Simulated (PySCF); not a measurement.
Compound: cyclopropyl methyl ether, C₄H₈O.
Geometry (GFN2-xTB, Å), atoms numbered from 1 in this order:
```
atom  x, y, z in Å
C1     1.962    0.179   -0.165
O2     0.815   -0.397   -0.744
C3    -0.244   -0.524    0.151
C4    -1.627   -0.510   -0.411
C5    -1.146    0.651    0.411
H6     2.331   -0.429    0.670
H7     1.761    1.193    0.199
H8     2.718    0.216   -0.947
H9    -0.029   -1.190    0.988
H10   -1.716   -0.364   -1.475
H11   -2.358   -1.183    0.009
H12   -1.543    0.787    1.405
H13   -0.930    1.570   -0.111
```

The closed-shell SCF was solved with PySCF and density fitting under several settings on one GFN2-xTB geometry (grid level 2 and gas phase unless stated).

```json
{"settings": "PBE0/pcSseg-1", "basis functions": "125", "SCF cycles": "12", "E (Eh)": "-232.1121", "HOMO (eV)": "-7.15", "LUMO (eV)": "1.66", "dipole (D)": "1.30"}
{"settings": "CAM-B3LYP/def2-SVPD", "basis functions": "167", "SCF cycles": "12", "E (Eh)": "-232.1373", "HOMO (eV)": "-8.67", "LUMO (eV)": "1.51", "dipole (D)": "1.31"}
{"settings": "BLYP/pcJ-1", "basis functions": "215", "SCF cycles": "14", "E (Eh)": "-232.3199", "HOMO (eV)": "-5.52", "LUMO (eV)": "0.84", "dipole (D)": "1.17"}
{"settings": "X3LYP/def2-SVPD", "basis functions": "167", "SCF cycles": "12", "E (Eh)": "-232.1474", "HOMO (eV)": "-7.08", "LUMO (eV)": "0.60", "dipole (D)": "1.26"}
```

Estimate the row for these settings: wB97X-D/pcSseg-1, IEF-PCM acetonitrile, fitting basis def2-universal-jkfit.

```
                                                                  settings  basis functions  SCF cycles     E (Eh)  HOMO (eV)  LUMO (eV)  dipole (D)
wB97X-D/pcSseg-1, IEF-PCM acetonitrile, fitting basis def2-universal-jkfit              125          10  -232.3136      -9.11       3.70        1.75
```

Over all rows, what range does the HOMO–LUMO gap span?

From 6.36 eV (BLYP/pcJ-1) to 12.81 eV (wB97X-D/pcSseg-1, IEF-PCM acetonitrile, fitting basis def2-universal-jkfit). The functional of the narrowest has no exact exchange, that of the widest range-separated exact exchange.

And the dipole moment?

From 1.17 D (BLYP/pcJ-1) to 1.75 D (wB97X-D/pcSseg-1, IEF-PCM acetonitrile, fitting basis def2-universal-jkfit); the largest is 1.50 times the smallest, and the median is 1.30 D.

wB97X-D ran without the empirical dispersion term, which would shift the total energy alone. Cycle counts include a coarse-grid stage where the run had one. The structure is a single GFN2-xTB conformer; no vibrational corrections.
